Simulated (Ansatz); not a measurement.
C4H4N2 can be A, `CC1=C=NC=N1`, or B, `c1ccnnc1`.

Program: Ansatz. Geometries: PBE0-D4/def2-TZVP. ΔE: electronic, gas phase. CCSD(T)/CBS adds triple-zeta CCSD(T) − MP2 to the extrapolated MP2 energy (def2 sets, frozen cores). DFT in def2-TZVPP. B3LYP here is the variant with VWN-RPA as its local correlation; programs differ in this.

Question: Which is lower in electronic energy at CCSD(T)/CBS, and by how much? (Estimate.)

Answer: Computed: B, by 285.6 kJ/mol.

Question: Give E(B) − E(A) in kJ/mol with HF/def2-TZVPP, PBE-D4, MP2/def2-TZVPP, B3LYP, ωB97M-V, PBE0-D4, B2PLYP. (Estimate.)

Answer: Computed: HF/def2-TZVPP -330.9, PBE-D4 -264.9, MP2/def2-TZVPP -286.2, B3LYP -292.3, ωB97M-V -287.0, PBE0-D4 -285.5, B2PLYP -286.2. None reverses the order clearly.

Question: Does the order hold for the free energy at 298.15 K (harmonic terms from PBE0-D4)? (Best estimate.)

Answer: Ansatz gave: Yes: G(B) − G(A) = -267.4 kJ/mol.

Largest T1 diagnostic: 0.024.

In def2-TZVPP, CCSD(T) changes the Hartree–Fock value by +44.5 kJ/mol (the triples alone add +10.2 kJ/mol) and MP2 by +44.7 kJ/mol. From r2SCAN to r2SCAN0 (25 % exact exchange), in def2-TZVPP and without D4, E(B) − E(A) moves by −14.4 kJ/mol.
